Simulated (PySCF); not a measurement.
**Which basis set comes closest?**

Molecule: SMILES C=CCC=C, C5H8.

Mapped SMILES: `[CH2:1]=[CH:2][CH2:3][CH:4]=[CH2:5]`. Hydrogens are named by the atom that carries them. Ha(C1), Ha(C5) are cis to C3; Hb(C1), Hb(C5) are trans to C3.

Geometry PBE0-D3(BJ)/def2-SVP throughout; GIAO in PySCF 2.14, gas phase, one conformer, non-relativistic; equivalent atoms averaged; functional PBE0.

Reference values (measured; solution, not stated per compound (mostly CDCl3 or CCl4); Pretsch, Buehlmann, Badertscher, Structure Determination of Organic Compounds, 4th ed. (2009)): δ(H(C2)/H(C4)) = 5.71 ppm. Computed shifts are taken against TMS, calculated as an isolated molecule at each level.

Question: How do the basis sets STO-3G, 6-31G, pcSseg-0, 6-31G*, def2-SVP, cc-pVDZ, pcSseg-1, 6-311+G(2d,p), aug-cc-pVDZ, def2-TZVP, IGLO-III, cc-pVTZ, pcSseg-2 perform against the reference? Times are CPU seconds on shared hosts with different chips, so compare them loosely.

Answer: 
```
    basis set  functions  H(C2)/H(C4)  abs. error H  core-s
       STO-3G         33         5.26          0.45     2.2
        6-31G         61         6.21          0.50     4.2
     pcSseg-0         61         5.81          0.10     3.4
       6-31G*         86         5.87          0.16     5.6
     def2-SVP        110         5.69          0.02     7.1
      cc-pVDZ        110         5.79          0.08     7.2
     pcSseg-1        125         5.84          0.13      13
6-311+G(2d,p)        183         5.97          0.26      15
  aug-cc-pVDZ        187         6.05          0.34      15
    def2-TZVP        203         5.98          0.27      18
     IGLO-III        255         5.97          0.26      23
      cc-pVTZ        262         5.94          0.23      24
     pcSseg-2        292         5.98          0.27      40
```

For 1H the closest is def2-SVP (0.02 ppm) and the furthest 6-31G (0.50 ppm). Where a smaller basis beats a larger one, errors probably cancel; the largest sets show where the functional converges. One molecule is a small sample, and vibrational and solvent effects are absent from the calculation.

A small basis that lands close on one nucleus may do so by chance; judge by the trend and by all nuclei.
